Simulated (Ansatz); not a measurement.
**C2HN (SMILES C1=CN=1): single points off equilibrium**

The task here is to estimate one member of a computed series from the others.

The runs use Ansatz 0.2.0, Gaussian basis; single points in def2-TZVPP.

Cores are frozen in the correlated methods.

**Where the work starts**

SMILES `C1=CN=1`, 4 atoms, charge 0, spin multiplicity 1.

Atoms are counted from 1 here; the program's logs count them from 0.

Bond lengths: C1–C2 1.411 Å, C1–N3 1.419 Å, C2–N3 1.319 Å, C2–H4 1.036 Å. Angles: C2–C1–N3 55.6°, C1–C2–N3 62.5°, C1–C2–H4 155.6°, N3–C2–H4 141.8°, C1–N3–C2 61.9°.

Geometry (Å):

```
C     0.93100    0.67580    0.01320
C    -0.33040    0.04680   -0.06130
N     0.70170   -0.69830    0.28500
H    -1.34710   -0.00900   -0.25490
```

The first run:

run/in.yaml

```yaml
crystal:
  periodic: [false, false, false]
  atoms:
    - {symbol: C, position_ang: [0.931000, 0.675800, 0.013200]}
    - {symbol: C, position_ang: [-0.330400, 0.046800, -0.061300]}
    - {symbol: N, position_ang: [0.701700, -0.698300, 0.285000]}
    - {symbol: H, position_ang: [-1.347100, -0.009000, -0.254900]}
basis:
  gaussian: {orbitals: def2-TZVPP}
correlation: {method: ccsd_t}
output: {forces: true}
```

No record of the launch command was kept for these runs.

Steps of the session up to this table: CCSD(T)/def2-TZVPP; PBE0-D4/def2-TZVPP; wB97M-V/def2-TZVPP; r2SCAN-D4/def2-TZVPP; PBE-D4/def2-TZVPP; BHLYP-D4/def2-TZVPP; r2SCAN0-D4/def2-TZVPP.

One of the session's tables, all rows but one given; the rest of the session is left out.

```
    method  RMS force component (eV/Å)  angle to CCSD(T) forces (°)  dipole (D)
   CCSD(T)                       0.980                    reference        3.12
   PBE0-D4                       1.383                         16.5        3.19
   wB97M-V                       1.333                         17.3        3.19
 r2SCAN-D4                       1.205                          9.8        3.19
    PBE-D4                       1.048                          5.4        3.13
  BHLYP-D4                       1.720                         27.4        3.24
r2SCAN0-D4                           ?                            ?           ?
```

**Question.** Estimate the row for r2SCAN0-D4.

The run gave: RMS force component (eV/Å): 1.510; angle to CCSD(T) forces (°): 21.6; dipole (D): 3.22. In the column «RMS force component (eV/Å)» it lies between PBE0-D4 (1.383) and BHLYP-D4 (1.720).
